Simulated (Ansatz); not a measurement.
## A ladder of methods for CH8Si2 (SMILES [SiH3]C[SiH3])

CH8Si2 has 11 atoms, charge 0, and is taken as a singlet. As SMILES, `[SiH3]C[SiH3]`. The shape was relaxed beforehand at r2SCAN/def2-SVP.

```xyz
11

Si   -1.1738    1.0462   -0.3496
C    -0.2831   -0.6143   -0.3613
Si    1.3510   -0.6616    0.5758
H    -2.4539    0.9719   -1.1189
H    -0.3113    2.1004   -0.9655
H    -1.4871    1.4555    1.0535
H    -0.9569   -1.3798    0.0643
H    -0.0977   -0.9087   -1.4102
H     1.1330   -0.3166    2.0139
H     2.3095    0.3277   -0.0050
H     1.9702   -2.0207    0.5030
```

Quantity: the dissociation energy of the H6–Si1 bond into doublet H and doublet CH7Si2 (shapes relaxed at r2SCAN/def2-SVP, no zero-point term), in eV. The values are calculated.

| level | kind | program | value (eV) | less CCSD(T)/def2-SVP | CPU time (all runs) |
| --- | --- | --- | --- | --- | --- |
| SVWN5/def2-SVP | LDA | Ansatz | 4.35 | +0.31 | 1.8 s |
| PBE/def2-SVP | GGA | Ansatz | 3.95 | -0.09 | 3.1 s |
| B3LYP/def2-SVP | global hybrid | Ansatz | 4.12 | +0.08 | 4.2 s |
| CAM-B3LYP/def2-SVP | range-separated hybrid | Ansatz | 4.15 | +0.11 | 4.6 s |
| B2PLYP/def2-SVP | double hybrid | Ansatz | 4.09 | +0.05 | 5.1 s |
| RPA@PBE/def2-SVP | RPA | Ansatz | 4.06 | +0.02 | 4.4 s |
| MP2/def2-SVP | perturbation theory | Ansatz | 3.92 | -0.12 | 1.6 s |
| CCSD(T)/def2-SVP | coupled cluster or CI | Ansatz | 4.04 | 0.00 | 10 s |

CCSD(T)/def2-SVP is the highest level here, not the true value. The values span 3.92 to 4.35 eV. Measured bond enthalpies also hold zero-point and thermal terms, a few tenths of an eV less. Times are those of the runs behind each value, whatever else they computed, on shared processors of several kinds: orders of magnitude only.
